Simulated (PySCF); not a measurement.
# Quadrupole coupling of isoyanoacetylene: levels of theory against gas-phase measurements

Values to reproduce (atoms as numbered below): 14N at N2: χzz = 0.9454 MHz [1].
[1] measured, gas; W. C. Bailey, Calculation of NQCC in Gaseous State Molecules (compilation of microwave values)

Compound: isoyanoacetylene, C3HN.
Cartesian coordinates in Å at the PBE0-D3(BJ)/def2-SVP level; atoms count from 1:
```
atom  x, y, z in Å
C1     2.271   -0.021   -0.842
N2     1.167   -0.009   -0.415
C3    -0.056    0.001    0.050
C4    -1.188    0.011    0.480
H5    -2.194    0.018    0.856
```

Task: How do the computed couplings compare?

Result: PySCF, non-relativistic, all at one geometry, with Q(14N) = 0.02044 b:

| level | functions | 14N N2 (MHz) | computed/reference − 1 (%) |
| --- | --- | --- | --- |
| B3LYP/6-31G-J | 52 | 1.737 | +83.8 |
| B3LYP/pcJ-0 | 55 | 2.207 | +133.5 |
| B3LYP/6-31G* | 58 | 1.467 | +55.1 |
| B3LYP/pcJ-1 | 118 | 1.255 | +32.7 |
| B3LYP/def2-TZVP | 130 | 0.797 | -15.7 |
| B3LYP/cc-pVTZ | 134 | 0.772 | -18.3 |
| B3LYP/aug-cc-pVTZ-J | 204 | 0.881 | -6.8 |
| B3LYP/pcJ-2 | 228 | 0.906 | -4.2 |
| B97-2/pcJ-1 | 118 | 1.413 | +49.5 |
| BHandHLYP/pcJ-1 | 118 | 1.256 | +32.9 |
| CAM-B3LYP/pcJ-1 | 118 | 1.294 | +36.9 |
| KT2/pcJ-1 | 118 | 1.341 | +41.8 |
| LDA/pcJ-1 | 118 | 1.177 | +24.5 |
| PBE/pcJ-1 | 118 | 1.330 | +40.7 |
| PBE0/pcSseg-1 | 73 | 1.199 | +26.8 |
| PBE0/pcJ-1 | 118 | 1.319 | +39.5 |

Closest here is B3LYP/pcJ-2 (4.2 % unsigned error), furthest B3LYP/pcJ-0 (133.5 %); one molecule doesn't rank methods. Computed values are for fixed nuclei, while measured ones can include vibrational averaging.
